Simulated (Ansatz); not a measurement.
Relaxation of C3H3ClO (8 atoms, charge 0, multiplicity 1), to a largest force component of 0.02 eV/Å in at most 50 steps.

Computed with UKS B3LYP-D4/def2-SVP in Ansatz.

```xyz
8
Properties=species:S:1:pos:R:3
C -0.633 -0.655 0.414
C 0.486 0.216 0.013
Cl 1.835 0.161 1.030
C 0.657 0.998 -1.030
O 0.651 1.672 -1.993
H -1.057 -0.296 1.386
H -1.476 -0.501 -0.310
H -0.370 -1.653 0.435
```

Question: Where does it end, and by what steps?

Answer: It converged. After 7 steps the energy has fallen by 0.323 eV; Cl3 moved furthest, 0.11 Å.

| step | energy less start (eV) | largest force component (eV/Å) | accepted |
| --- | --- | --- | --- |
| 0 | 0.0000 | 3.250 | yes |
| 1 | -0.2584 | 0.972 | yes |
| 2 | -0.3157 | 0.379 | yes |
| 3 | -0.3191 | 0.192 | yes |
| 4 | -0.3216 | 0.072 | yes |
| 5 | -0.3227 | 0.046 | yes |
| 6 | -0.3229 | 0.040 | yes |
| 7 | -0.3229 | 0.005 | yes |

```xyz
8
Properties=species:S:1:pos:R:3
C -0.673 -0.619 0.399
C 0.515 0.217 0.022
Cl 1.932 0.187 1.067
C 0.597 0.992 -1.047
O 0.664 1.674 -1.992
H -1.062 -0.320 1.387
H -1.481 -0.502 -0.338
H -0.399 -1.686 0.446
```

Whether the end is a true minimum wasn't checked by a vibrational analysis.

Time of the run: 48 s on 2 threads of Intel(R) Xeon(R) Platinum 8259CL CPU @ 2.50GHz (Skylake/Cascade Lake) (shared host), peak memory 0.26 GiB.
